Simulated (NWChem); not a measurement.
Species: formaldehyde (CH2O); SMILES C=O

```xyz
4

C      0.0000     0.0000     0.5263
O      0.0000     0.0000    -0.6801
H      0.0000    -0.9379     1.1212
H      0.0000     0.9379     1.1212
```
Atoms are numbered in this order, from 1.

All runs: NWChem. All runs use the structure optimised with B3LYP/6-31G* (spherical d). Solvent water, SMD (1 M gas to 1 M solution), gas-phase geometry.

```tsv
level	basis functions	solvation free energy (kcal/mol)	cavity-dispersion-structure term (kcal/mol)	dipole in solution (D)	relative time
M06-2X/cc-pVDZ	38	-1.2	4.1	3.00	1
M06-2X/aug-cc-pVDZ	64	-2.1	4.1	3.42	2
M06-2X/cc-pVTZ	88	-2.1	4.1	3.34	3
M06-2X/aug-cc-pVTZ	138	-2.3	4.1	3.47	10
M06-2X/cc-pVQZ	170	-2.1	4.1	3.39	20
```

Relative times are rough (shared machine, one core).
